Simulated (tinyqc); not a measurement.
Worked calculation: MP2 on RHF in the sto-3g basis, for H2O, spin multiplicity 1. Computed by tinyqc, a small Python program that keeps every step (integrals from PySCF). Settings: charge = 0, multiplicity = 1, basis = sto-3g, method = RHF, energy threshold = 1e-10, iteration cap = 66, orthogonalisation = canonical, start = atomic densities, DIIS depth = 6. Command: `OMP_NUM_THREADS=1 python tinyqc.py 30603 30604 out.jsonl` (the two numbers bound the seeds that draw the settings). One thread of a shared host (Intel(R) Xeon(R) Processor @ 2.60GHz), about 0.1 s of CPU time with the checks. The early iterations of the SCF are left out here.

## One-electron integrals

Geometry (angstrom):
```
atom       x        y       z
O     0.0000   0.0000  0.0000
H     0.0000   0.8320  0.5810
H     0.0000  -0.8320  0.5810
```

Basis sto-3g: exponents (1/bohr^2) and contraction coefficients of normalised primitives:
```
element  l (shell)  exponent  coefficient
O            s (1)  130.7093       0.1543
O            s (1)   23.8089       0.5353
O            s (1)    6.4436       0.4446
O            s (2)    5.0332      -0.1000
O            s (2)    1.1696       0.3995
O            s (2)    0.3804       0.7001
O            p (3)    5.0332       0.1559
O            p (3)    1.1696       0.6077
O            p (3)    0.3804       0.3920
H            s (1)    3.4253       0.1543
H            s (1)    0.6239       0.5353
H            s (1)    0.1689       0.4446
```

Overlap, kinetic and nuclear-attraction integrals over the contracted functions; the nuclear repulsion is the sum of Za Zb / Rab.

nuclear repulsion = 8.661507 hartree

overlap S, lower triangle:
```
         1O 1s   1O 2s  1O 2px   1O 2py  1O 2pz   2H 1s   3H 1s
1O 1s   1.0000
1O 2s   0.2367  1.0000
1O 2px  0.0000  0.0000  1.0000
1O 2py  0.0000  0.0000  0.0000   1.0000
1O 2pz  0.0000  0.0000  0.0000   0.0000  1.0000
2H 1s   0.0471  0.4378  0.0000   0.3056  0.2134  1.0000
3H 1s   0.0471  0.4378  0.0000  -0.3056  0.2134  0.2019  1.0000
```

kinetic energy T (hartree), lower triangle:
```
          1O 1s   1O 2s  1O 2px   1O 2py  1O 2pz    2H 1s   3H 1s
1O 1s   29.0032
1O 2s   -0.1680  0.8081
1O 2px   0.0000  0.0000  2.5287
1O 2py   0.0000  0.0000  0.0000   2.5287
1O 2pz   0.0000  0.0000  0.0000   0.0000  2.5287
2H 1s   -0.0058  0.1027  0.0000   0.1983  0.1385   0.7600
3H 1s   -0.0058  0.1027  0.0000  -0.1983  0.1385  -0.0010  0.7600
```

nuclear attraction V (hartree), lower triangle:
```
           1O 1s     1O 2s   1O 2px    1O 2py    1O 2pz    2H 1s    3H 1s
1O 1s   -61.6614
1O 2s    -7.4299  -10.0853
1O 2px    0.0000    0.0000  -9.9391
1O 2py    0.0000    0.0000   0.0000  -10.0861
1O 2pz   -0.0158   -0.1895   0.0000    0.0000  -10.0108
2H 1s    -1.5170   -3.4825   0.0000   -2.1560   -1.5601  -5.5948
3H 1s    -1.5170   -3.4825   0.0000    2.1560   -1.5601  -1.2621  -5.5948
```

core Hamiltonian H = T + V (hartree), lower triangle:
```
           1O 1s    1O 2s   1O 2px   1O 2py   1O 2pz    2H 1s    3H 1s
1O 1s   -32.6582
1O 2s    -7.5980  -9.2772
1O 2px    0.0000   0.0000  -7.4104
1O 2py    0.0000   0.0000   0.0000  -7.5574
1O 2pz   -0.0158  -0.1895   0.0000   0.0000  -7.4821
2H 1s    -1.5228  -3.3798   0.0000  -1.9577  -1.4216  -4.8348
3H 1s    -1.5228  -3.3798   0.0000   1.9577  -1.4216  -1.2631  -4.8348
```

## Two-electron integrals

Functions are numbered as in S; the eight-fold symmetry (ij|kl) = (ji|kl) = (kl|ij) leaves the list below.

Two-electron integrals (ij|kl) in chemists' order, unique and non-zero (hartree):
```
(11|11) 4.7851      (21|11) 0.7414      (21|21) 0.1369      (22|11) 1.1189
(22|21) 0.2566      (22|22) 0.8172      (31|31) 0.0245      (32|31) 0.0378
(32|32) 0.1805      (33|11) 1.1158      (33|21) 0.2567      (33|22) 0.8170
(33|33) 0.8802      (41|41) 0.0245      (42|41) 0.0378      (42|42) 0.1805
(43|43) 0.0474      (44|11) 1.1158      (44|21) 0.2567      (44|22) 0.8170
(44|33) 0.7853      (44|44) 0.8802      (51|51) 0.0245      (52|51) 0.0378
(52|52) 0.1805      (53|53) 0.0474      (54|54) 0.0474      (55|11) 1.1158
(55|21) 0.2567      (55|22) 0.8170      (55|33) 0.7853      (55|44) 0.7853
(55|55) 0.8802      (61|11) 0.1495      (61|21) 0.0274      (61|22) 0.0510
(61|33) 0.0509      (61|41) 0.0010      (61|42) 0.0019      (61|44) 0.0511
(61|51) 0.0007      (61|52) 0.0014      (61|54) 1.42e-04    (61|55) 0.0510
(61|61) 0.0055      (62|11) 0.3651      (62|21) 0.0848      (62|22) 0.2991
(62|33) 0.2940      (62|41) 0.0052      (62|42) 0.0399      (62|44) 0.3041
(62|51) 0.0036      (62|52) 0.0279      (62|54) 0.0070      (62|55) 0.2989
(62|61) 0.0173      (62|62) 0.1357      (63|31) 0.0089      (63|32) 0.0516
(63|43) 0.0083      (63|53) 0.0058      (63|63) 0.0193      (64|11) 0.2160
(64|21) 0.0508      (64|22) 0.1914      (64|33) 0.1827      (64|41) 0.0116
(64|42) 0.0758      (64|44) 0.2055      (64|51) 0.0019      (64|52) 0.0169
(64|54) 0.0101      (64|55) 0.1857      (64|61) 0.0108      (64|62) 0.1055
(64|64) 0.1003      (65|11) 0.1508      (65|21) 0.0355      (65|22) 0.1336
(65|33) 0.1276      (65|41) 0.0019      (65|42) 0.0169      (65|44) 0.1319
(65|51) 0.0102      (65|52) 0.0634      (65|54) 0.0113      (65|55) 0.1413
(65|61) 0.0076      (65|62) 0.0737      (65|64) 0.0566      (65|65) 0.0588
(66|11) 0.5058      (66|21) 0.1194      (66|22) 0.4830      (66|33) 0.4635
(66|41) 0.0095      (66|42) 0.1002      (66|44) 0.5024      (66|51) 0.0066
(66|52) 0.0700      (66|54) 0.0272      (66|55) 0.4825      (66|61) 0.0246
(66|62) 0.2762      (66|64) 0.2451      (66|65) 0.1712      (66|66) 0.7746
(71|11) 0.1495      (71|21) 0.0274      (71|22) 0.0510      (71|33) 0.0509
(71|41) -0.0010     (71|42) -0.0019     (71|44) 0.0511      (71|51) 0.0007
(71|52) 0.0014      (71|54) -1.42e-04   (71|55) 0.0510      (71|61) 0.0055
(71|62) 0.0167      (71|64) 0.0096      (71|65) 0.0073      (71|66) 0.0235
(71|71) 0.0055      (72|11) 0.3651      (72|21) 0.0848      (72|22) 0.2991
(72|33) 0.2940      (72|41) -0.0052     (72|42) -0.0399     (72|44) 0.3041
(72|51) 0.0036      (72|52) 0.0279      (72|54) -0.0070     (72|55) 0.2989
(72|61) 0.0167      (72|62) 0.1084      (72|64) 0.0583      (72|65) 0.0571
(72|66) 0.1794      (72|71) 0.0173      (72|72) 0.1357      (73|31) 0.0089
(73|32) 0.0516      (73|43) -0.0083     (73|53) 0.0058      (73|63) 0.0149
(73|73) 0.0193      (74|11) -0.2160     (74|21) -0.0508     (74|22) -0.1914
(74|33) -0.1827     (74|41) 0.0116      (74|42) 0.0758      (74|44) -0.2055
(74|51) -0.0019     (74|52) -0.0169     (74|54) 0.0101      (74|55) -0.1857
(74|61) -0.0096     (74|62) -0.0583     (74|64) -0.0171     (74|65) -0.0301
(74|66) -0.0863     (74|71) -0.0108     (74|72) -0.1055     (74|74) 0.1003
(75|11) 0.1508      (75|21) 0.0355      (75|22) 0.1336      (75|33) 0.1276
(75|41) -0.0019     (75|42) -0.0169     (75|44) 0.1319      (75|51) 0.0102
(75|52) 0.0634      (75|54) -0.0113     (75|55) 0.1413      (75|61) 0.0073
(75|62) 0.0571      (75|64) 0.0301      (75|65) 0.0445      (75|66) 0.1033
(75|71) 0.0076      (75|72) 0.0737      (75|74) -0.0566     (75|75) 0.0588
(76|11) 0.1263      (76|21) 0.0296      (76|22) 0.1126      (76|33) 0.1101
(76|44) 0.1126      (76|51) 0.0020      (76|52) 0.0182      (76|55) 0.1150
(76|61) 0.0060      (76|62) 0.0499      (76|64) 0.0336      (76|65) 0.0304
(76|66) 0.1034      (76|71) 0.0060      (76|72) 0.0499      (76|74) -0.0336
(76|75) 0.0304      (76|76) 0.0224      (77|11) 0.5058      (77|21) 0.1194
(77|22) 0.4830      (77|33) 0.4635      (77|41) -0.0095     (77|42) -0.1002
(77|44) 0.5024      (77|51) 0.0066      (77|52) 0.0700      (77|54) -0.0272
(77|55) 0.4825      (77|61) 0.0235      (77|62) 0.1794      (77|64) 0.0863
(77|65) 0.1033      (77|66) 0.3144      (77|71) 0.0246      (77|72) 0.2762
(77|74) -0.2451     (77|75) 0.1712      (77|76) 0.1034      (77|77) 0.7746
```

## Orthogonalisation

S = U s U^T; canonical form X = U s^(-1/2), so that X^T S X = 1. Each column of U has its largest component positive (the first on a tie).

eigenvalues of S: 0.3809  0.4551  0.8905  1.0000  1.0896  1.3429  1.8410

X:
```
              1        2        3       4        5        6       7
1O 1s   -0.3233   0.0000   0.7493  0.0000  -0.6130   0.0000  0.1661
1O 2s    1.1280   0.0000  -0.2799  0.0000  -0.2862   0.0000  0.4400
1O 2px   0.0000   0.0000   0.0000  1.0000   0.0000   0.0000  0.0000
1O 2py   0.0000   0.9212   0.0000  0.0000   0.0000   0.6760  0.0000
1O 2pz   0.4897   0.0000   0.6534  0.0000   0.6503   0.0000  0.1917
2H 1s   -0.7102  -0.8211  -0.1676  0.0000   0.1364   0.3792  0.3777
3H 1s   -0.7102   0.8211  -0.1676  0.0000   0.1364  -0.3792  0.3777
```

## Iteration 8 (converged): orbitals

converged F (hartree), lower triangle:
```
           1O 1s    1O 2s   1O 2px   1O 2py   1O 2pz    2H 1s    3H 1s
1O 1s   -20.2320
1O 2s    -5.1615  -2.4236
1O 2px    0.0000   0.0000  -0.3837
1O 2py    0.0000   0.0000   0.0000  -0.2824
1O 2pz   -0.0275  -0.0974   0.0000   0.0000  -0.3130
2H 1s    -1.0431  -0.9261   0.0000  -0.3922  -0.3296  -0.5017
3H 1s    -1.0431  -0.9261   0.0000   0.3922  -0.3296  -0.3068  -0.5017
```

Diagonalise F' = X^T F X, C = X C', fill 5 alpha and 5 beta electrons from the bottom; D = 2 C_occ C_occ^T. Each column has its largest component positive (the first on a tie).

F' = X^T F X (hartree), lower triangle:
```
         1       2        3        4        5        6        7
1   0.0447
2   0.0000  0.6843
3   1.8204  0.0000  -9.0603
4   0.0000  0.0000   0.0000  -0.3837
5  -1.3395  0.0000   8.8249   0.0000  -9.3392
6   0.0000  0.1069   0.0000   0.0000   0.0000  -0.5873
7   0.2708  0.0000  -3.9894   0.0000   4.2034   0.0000  -3.0148
```

orbital energies (hartree): MO1 -20.2407, MO2 -1.2349, MO3 -0.5962, MO4 -0.4324, MO5 -0.3837, MO6 0.5385, MO7 0.6932

coefficients C:
```
            MO1      MO2      MO3      MO4     MO5      MO6      MO7
1O 1s    0.9942  -0.2355   0.0000   0.0966  0.0000  -0.1265   0.0000
1O 2s    0.0255   0.8554   0.0000  -0.5012  0.0000   0.8017   0.0000
1O 2px   0.0000   0.0000   0.0000   0.0000  1.0000   0.0000   0.0000
1O 2py   0.0000   0.0000   0.5970   0.0000  0.0000   0.0000   0.9743
1O 2pz   0.0037   0.1056   0.0000   0.7818  0.0000   0.7099   0.0000
2H 1s   -0.0054   0.1550   0.4462   0.2939  0.0000  -0.7638  -0.7867
3H 1s   -0.0054   0.1550  -0.4462   0.2939  0.0000  -0.7638   0.7867
```

D after iteration 8, lower triangle:
```
          1O 1s    1O 2s  1O 2px   1O 2py  1O 2pz    2H 1s   3H 1s
1O 1s    2.1066
1O 2s   -0.4490   1.9672
1O 2px   0.0000   0.0000  2.0000
1O 2py   0.0000   0.0000  0.0000   0.7129
1O 2pz   0.1086  -0.6029  0.0000   0.0000  1.2448
2H 1s   -0.0269  -0.0297  0.0000   0.5328  0.4922   0.6191
3H 1s   -0.0269  -0.0297  0.0000  -0.5328  0.4922  -0.1774  0.6191
```

## Convergence

Stop when the energy changes by less than 1e-10 hartree and every element of the error matrix X^T (F D S - S D F) X is below 3e-06.

Course of the cycle:
```
iteration  E (hartree)     change  largest element of the error matrix
1           -75.358474          -                             1.26e+00
2           -74.921890   4.37e-01                             2.66e-01
3           -74.959067  -3.72e-02                             3.29e-02
4           -74.959569  -5.02e-04                             6.09e-03
5           -74.959597  -2.82e-05                             1.62e-04
6           -74.959597  -6.22e-08                             4.25e-05
7           -74.959597  -4.53e-09                             1.27e-07
8           -74.959597  -5.68e-14                             8.96e-11
```

PySCF RHF in the same basis = -74.959597 hartree

Converged in 8 iterations.

## Integrals over molecular orbitals

(pq|rs) = sum C_ip C_jq C_kr C_ls (ij|kl), one index at a time.

one-electron integrals over orbitals h = C^T H C (hartree), lower triangle:
```
          1        2        3        4        5        6        7
1  -32.6409
2    0.5632  -7.6115
3    0.0000   0.0000  -6.2026
4   -0.2172   0.4670   0.0000  -6.8679
5    0.0000   0.0000   0.0000   0.0000  -7.4104
6    0.2919  -1.3188   0.0000  -1.1476   0.0000  -5.2694
7    0.0000   0.0000  -1.7515   0.0000   0.0000   0.0000  -5.5927
```

Two-electron integrals over orbitals (pq|rs), unique and non-zero (hartree):
```
(11|11) 4.7453      (21|11) -0.4216     (21|21) 0.0593      (22|11) 1.0093
(22|21) -0.0140     (22|22) 0.7226      (31|31) 0.0105      (32|31) 0.0171
(32|32) 0.1398      (33|11) 0.7789      (33|21) -0.0045     (33|22) 0.6298
(33|33) 0.6146      (41|11) 0.1716      (41|21) -0.0217     (41|22) 0.0141
(41|33) 0.0059      (41|41) 0.0265      (42|11) -0.1332     (42|21) 0.0085
(42|22) -0.0077     (42|33) 0.0060      (42|41) 0.0197      (42|42) 0.1279
(43|31) -0.0028     (43|32) 0.0246      (43|43) 0.0491      (44|11) 0.9851
(44|21) -0.0127     (44|22) 0.6753      (44|33) 0.5853      (44|41) -0.0107
(44|42) -0.1032     (44|44) 0.7608      (51|51) 0.0260      (52|51) 0.0328
(52|52) 0.1468      (53|53) 0.0275      (54|51) -0.0125     (54|52) -0.0446
(54|54) 0.0527      (55|11) 1.1153      (55|21) -0.0119     (55|22) 0.7495
(55|33) 0.6153      (55|41) 0.0048      (55|42) -0.0716     (55|44) 0.7197
(55|55) 0.8802      (61|11) -0.2269     (61|21) 0.0341      (61|22) -0.0021
(61|33) 8.69e-05    (61|41) 0.0007      (61|42) 0.0202      (61|44) -0.0176
(61|55) -0.0060     (61|61) 0.0288      (62|11) 0.2939      (62|21) -0.0067
(62|22) 0.1377      (62|33) 0.0690      (62|41) 0.0183      (62|42) 0.0252
(62|44) 0.0826      (62|55) 0.1531      (62|61) 0.0071      (62|62) 0.0982
(63|31) 0.0027      (63|32) -0.0435     (63|43) -0.0332     (63|63) 0.0768
(64|11) 0.2330      (64|21) -0.0025     (64|22) 0.1060      (64|33) 0.0436
(64|41) 0.0028      (64|42) -0.0319     (64|44) 0.1243      (64|55) 0.1258
(64|61) -1.17e-04   (64|62) 0.0630      (64|64) 0.0754      (65|51) 0.0151
(65|52) 0.0573      (65|54) 0.0009      (65|65) 0.0370      (66|11) 0.7814
(66|21) -0.0071     (66|22) 0.5991      (66|33) 0.5596      (66|41) 0.0199
(66|42) 0.0564      (66|44) 0.5430      (66|55) 0.5789      (66|61) 0.0081
(66|62) 0.0912      (66|64) 0.0462      (66|66) 0.5860      (71|31) 0.0149
(71|32) 0.0228      (71|43) -0.0040     (71|63) 0.0033      (71|71) 0.0212
(72|31) 0.0143      (72|32) 0.0471      (72|43) -0.0312     (72|63) 0.0330
(72|71) 0.0192      (72|72) 0.0648      (73|11) 0.3672      (73|21) -0.0072
(73|22) 0.1511      (73|33) 0.0899      (73|41) -4.94e-04   (73|42) -0.0737
(73|44) 0.1581      (73|55) 0.1959      (73|61) -0.0063     (73|62) 0.0750
(73|64) 0.0839      (73|66) 0.0397      (73|73) 0.1534      (74|31) -0.0088
(74|32) -0.0738     (74|43) -0.0027     (74|63) 0.0491      (74|71) -0.0123
(74|72) -0.0176     (74|74) 0.0676      (75|53) 0.0239      (75|75) 0.0251
(76|31) 0.0088      (76|32) 0.0965      (76|43) 0.0534      (76|63) -0.0698
(76|71) 0.0119      (76|72) -0.0058     (76|74) -0.0581     (76|76) 0.1171
(77|11) 0.8663      (77|21) -0.0095     (77|22) 0.6196      (77|33) 0.5991
(77|41) 0.0038      (77|42) -0.0181     (77|44) 0.6014      (77|55) 0.6226
(77|61) -0.0049     (77|62) 0.0671      (77|64) 0.0462      (77|66) 0.5575
(77|73) 0.0995      (77|77) 0.6134
```

## Second-order Moller-Plesset energy

Hartree-Fock energy = -74.959597 hartree

E2 = sum_ijab (ia|jb) [2 (ia|jb) - (ib|ja)] / (e_i + e_j - e_a - e_b) over occupied i, j and virtual a, b; the opposite-spin part is (ia|jb)^2 / denominator, the rest is same-spin, and SCS-MP2 scales them by 6/5 and 1/3.

Terms:
```
i  j  a  b    (ia|jb)    (ib|ja)  denominator       term
3  3  7  7     0.1534     0.1534      -2.5788    -0.0091
3  4  7  6     0.0839     0.0491      -2.2603    -0.0044
4  3  6  7     0.0839     0.0491      -2.2603    -0.0044
4  4  6  6     0.0754     0.0754      -1.9417    -0.0029
2  3  6  7     0.0750     0.0330      -3.0628    -0.0029
3  2  7  6     0.0750     0.0330      -3.0628    -0.0029
2  2  6  6     0.0982     0.0982      -3.5468    -0.0027
3  3  6  6     0.0768     0.0768      -2.2694    -0.0026
4  4  7  7     0.0676     0.0676      -2.2512    -0.0020
4  2  6  6     0.0630     0.0630      -2.7443    -0.0014
2  4  6  6     0.0630     0.0630      -2.7443    -0.0014
2  2  7  7     0.0648     0.0648      -3.8562    -0.0011
5  5  6  6     0.0370     0.0370      -1.8443    -0.0007
3  4  6  7     0.0491     0.0839      -2.2603  -3.12e-04
4  3  7  6     0.0491     0.0839      -2.2603  -3.12e-04
5  5  7  7     0.0251     0.0251      -2.1538  -2.93e-04
2  4  7  7    -0.0176    -0.0176      -3.0537  -1.01e-04
4  2  7  7    -0.0176    -0.0176      -3.0537  -1.01e-04
2  3  7  6     0.0330     0.0750      -3.0628   9.77e-05
3  2  6  7     0.0330     0.0750      -3.0628   9.77e-05
1  1  6  6     0.0288     0.0288     -41.5583  -2.00e-05
2  1  7  7     0.0192     0.0192     -22.8620  -1.61e-05
1  2  7  7     0.0192     0.0192     -22.8620  -1.61e-05
1  1  7  7     0.0212     0.0212     -41.8677  -1.07e-05
1  4  7  7    -0.0123    -0.0123     -22.0595  -6.86e-06
4  1  7  7    -0.0123    -0.0123     -22.0595  -6.86e-06
3  1  7  6    -0.0063     0.0033     -22.0686  -4.52e-06
1  3  6  7    -0.0063     0.0033     -22.0686  -4.52e-06
1  2  6  6     0.0071     0.0071     -22.5525  -2.21e-06
2  1  6  6     0.0071     0.0071     -22.5525  -2.21e-06
3  1  6  7     0.0033    -0.0063     -22.0686  -1.90e-06
1  3  7  6     0.0033    -0.0063     -22.0686  -1.90e-06
4  1  6  6  -1.17e-04  -1.17e-04     -21.7500  -6.25e-10
1  4  6  6  -1.17e-04  -1.17e-04     -21.7500  -6.25e-10
```

Pair energies (hartree; pair i-j sums ij and ji):
```
pair  opposite spin  same spin
1-1       -3.07e-05     0.0000
2-1       -3.67e-05     0.0000
2-2         -0.0038     0.0000
3-1       -4.56e-06  -8.29e-06
3-2         -0.0044    -0.0012
3-3         -0.0117     0.0000
4-1       -1.37e-05     0.0000
4-2         -0.0031     0.0000
4-3         -0.0084    -0.0011
4-4         -0.0050     0.0000
5-5         -0.0010     0.0000
```

MP2 correlation energy = -0.039673 hartree

SCS-MP2 correlation energy = -0.045674 hartree

MP2 total energy = -74.999271 hartree
